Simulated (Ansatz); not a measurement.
**Low-lying states of C3H2S**

Calculated in Ansatz's Gaussian-basis code. State-averaged CASSCF with equal weights; occupations are averaged over the states; levels count from the state that is lowest in CASSCF. CASSCF levels without dynamic correlation can be off by over 1 eV. No symmetry is imposed, so a solution can break that of the shape. Lower solutions, or ones in other orbitals, may exist.

Geometry:

```xyz
6

C     0.0000   -0.3585   -0.5568
S     0.0000   -1.2772    0.7897
C     0.0000    1.0623   -0.5660
C     0.0000    2.2837   -0.6221
H     0.0000   -0.8405   -1.5373
H     0.0000    3.3510   -0.6288
```

Basis cc-pVTZ on C/H, cc-pV(T+d)Z on S, nonrelativistic, 8 orbitals frozen in the corrections; active space CAS(8,7). Averaged: 1 singlet, 1 triplet.

Q: Give the levels in order, with their spins.

A: 

```tsv
state	CASSCF (eV)
singlet	0.000
triplet	1.856
```

Occupations: 1.94, 1.94, 1.90, 1.50, 0.60, 0.06, 0.06.
